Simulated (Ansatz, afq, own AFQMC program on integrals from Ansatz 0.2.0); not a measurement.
# P, quartet in def2-TZVP, levels against full CI

A free P atom.

Basis def2-TZVP. Only valence electrons are correlated. Integrals, coupled cluster, full CI and functionals: Ansatz 0.2.0; the random walks run on the same integrals in our own AFQMC program. ph-AFQMC/CISD is guided by a CISD state made of CCSD amplitudes; releasing the constraint for a short imaginary time cuts its bias at the price of noise, slowly where states lie close. Free projection: walkers drawn from exp(T), propagated without any constraint. Its projection time is finite, and what remains of the start isn't in its error. Error bars are statistical, one sigma.

Determinant: UHF, the one that the program's search chose, which needn't be the lowest solution.

Full CI on the same integrals is exact in this basis and with this determinant's frozen core.

* T1 diagnostic: 0.0039
* weight of the determinant in the CISD state: 0.936
* ⟨S²⟩ of the determinant: 3.750
* size of the correlated space: 5 electrons in 32 orbitals

```csv
level,correlation energy (eV)
MP2,-2.2146
CCSD,-2.7148
CCSD(T),-2.8171
```

(1) Estimate where full CI lies against CCSD(T) on the same integrals.

(1) 2.5 kJ/mol below CCSD(T).

Reference: full CI, correlation energy -2.843 eV. The released energy is read at 1.50 1/Eh (meV from the phaseless value at times in 1/Eh: -0.4 ± 1.2 at 0.24, -0.5 ± 0.8 at 0.50, -3.2 ± 0.8 at 1.00, -3.8 ± 0.8 at 1.50).

```
         level  E − E(reference) (kJ/mol)  share of correlation (%)
       CCSD(T)                        2.5                     99.10
         CCSDT                        0.4                     99.86
      CCSDT(Q)                        0.1                     99.98
        CCSDTQ                        0.0                    100.00
   ph-AFQMC/HF                 -0.9 ± 1.0                    100.34
 ph-AFQMC/CISD                  0.4 ± 0.1                     99.85
released AFQMC                 0.0 ± 0.08                     99.98
    free AFQMC                  0.0 ± 0.1                    100.01
```

CCSDT and higher add their correlation energy to the determinant of the CCSD(T) run, since their own runs factorise the integrals more tightly (a shift of under 2 meV). Free projections are given only where their last times agree within the noise and don't stop above the reference; a slow remainder of the start can still hide under it. A walk keeps the symmetry of its determinant, which the program's search chose and which needn't be the lowest solution, so a lower state of the same spin and another symmetry isn't excluded. Released energies are given only where the last usable release times agree within the noise; a slower fall can still hide under it.
